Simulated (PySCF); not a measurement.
## Dipole moment and polarisability of dimethyl sulfoxide

Compound: dimethyl sulfoxide, C₂H₆OS.
Cartesian coordinates in Å at the GFN2-xTB level; atoms count from 1:
```xyz
10
C2H6OS angstrom
C     -1.286    0.156   -0.470
S     -0.079   -1.061    0.231
C      1.372    0.083    0.106
O     -0.391   -1.160    1.655
H     -2.267   -0.306   -0.448
H     -1.001    0.376   -1.492
H     -1.291    1.053    0.139
H      1.175    0.983    0.678
H      2.234   -0.431    0.519
H      1.542    0.312   -0.940
```

Level: CAM-B3LYP/def2-SVPD (PySCF), static field, nuclei fixed, core orbitals frozen in the response. The polarisability tensor in these axes (au):

```
x   57.08  0.84  1.26
y    0.84 48.94 -4.91
z    1.26 -4.91 50.83
```

Question: What are the eigenvalues, a third of the trace, and Δα (Δα² = ½Σ(αi − αj)² over the three pairs)?

Answer: Principal values 44.72, 54.81 and 57.33 au; mean 52.28 au = 7.75 Å³ = 8.62 × 10⁻⁴⁰ C²·m²/J; Δα = 11.56 au (22 % of the mean).

Question: What is the dipole moment, and where does it point?

Answer: (0.80, 2.07, -3.40) D, 4.06 D in size, pointing from the negative to the positive side. Measured along this direction, the outermost atoms are O4 at the negative end and H10 and H6 at the positive end.

Question: What depolarisation ratio follows for Rayleigh scattering of linearly polarised light, taking the static tensor?

Answer: ρ = 3Δα²/(45ᾱ² + 4Δα²) = 400.9/(123009 + 534.5) ≈ 0.00324.

Question: Find the Langevin capture rate constant for O2+ (31.990 u) meeting this molecule (78.014 u), k = 2.342 × 10⁻⁹ cm³/s × √(α in Å³ / reduced mass in u).

Answer: The reduced mass is 22.69 u, so k = 1.37 × 10⁻⁹ cm³/s. The formula leaves out the permanent dipole, which adds to the capture rate.

Question: In a dilute gas of rigid molecules at 273 K, how does the orientational term μ²/3kT compare with the electronic polarisability?

Answer: In Gaussian units μ²/3kT = 145.86 Å³ against 7.75 Å³, a ratio of 18.83; the Debye molar polarisation (4π/3)N_A(α + μ²/3kT) is 387.5 cm³/mol, leaving out the vibrational part.

Question: Estimate the molar refractivity from the static electronic polarisability.

Answer: Lorentz–Lorenz: R = (4π/3)N_A α = 2.5225 cm³/(mol·Å³) × 7.75 Å³ = 19.5 cm³/mol, in the limit of long wavelengths.

Isolated species at its GFN2-xTB geometry, gas phase.
